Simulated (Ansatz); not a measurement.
# How well does each level of theory give the band gap of cubic perovskite BaTiO₃ (cubic high-temperature phase)?

Reference value: 3.2 eV (measured, temperature not stated, not corrected to a static lattice; as tabulated in Matsushita et al. (2011), arXiv:1104.2769).

```csv
level (code),value (eV),cell (Å³/atom)
LDA+SOC (Ansatz),1.71 (indirect),12.81
PBE+SOC (Ansatz),1.80 (indirect),12.81
PBE-D3(BJ) (Ansatz),1.83,12.73
PBE-D4 (Ansatz),1.82,12.76
r²SCAN-D4 (Ansatz),2.19,12.67
r²SCAN0 (Ansatz),___,12.81
Hartree–Fock (Ansatz),___,12.81
```

Some entries are withheld; supply them.


- r²SCAN0 (Ansatz, a first-principles code), value (eV): 4.24
- Hartree–Fock (Ansatz), value (eV): 11.95

Differences against the reference: LDA+SOC -1.49 eV, PBE+SOC -1.40 eV, PBE-D3(BJ) -1.37 eV, PBE-D4 -1.38 eV, r²SCAN-D4 -1.01 eV, r²SCAN0 +1.04 eV, Hartree–Fock +8.75 eV.

Once the reference is moved by up to 0.22 eV (a margin picked here for doubts on the reference and the settings, and for temperature and zero-point motion) and values within 0.03 eV count as equal, the nearest can be r²SCAN-D4 (-1.01 eV) or r²SCAN0 (+1.04 eV). Farthest off among them: Hartree–Fock (+8.75 eV). No ranked level lands within 0.5 eV. Even the nearest is off by 1.01 eV.

Density-functional gaps are differences of (generalised) Kohn–Sham levels of a static lattice; semilocal ones lie below quasiparticle gaps as a rule. Measured gaps hold zero-point and thermal shifts unless a correction is named. Spin–orbit coupling is included only where a level's name says +SOC; with heavier elements it mostly lowers gaps and can invert bands.  PBE-D3(BJ), PBE-D4, r²SCAN-D4: the relaxation could not lower the start's symmetry, so the cell can be a saddle point above a distorted one. Values are at the measured cell; PBE-D3(BJ) at the level's own relaxed cell; PBE-D4 at the level's own relaxed cell; r²SCAN-D4 at the level's own equilibrium cell. Cutoffs and k meshes differ between the levels. Ansatz's density-functional and Hartree–Fock values are scalar-relativistic unless marked +SOC, with PAW data made under PBE.

Differences are worked out from the printed values.
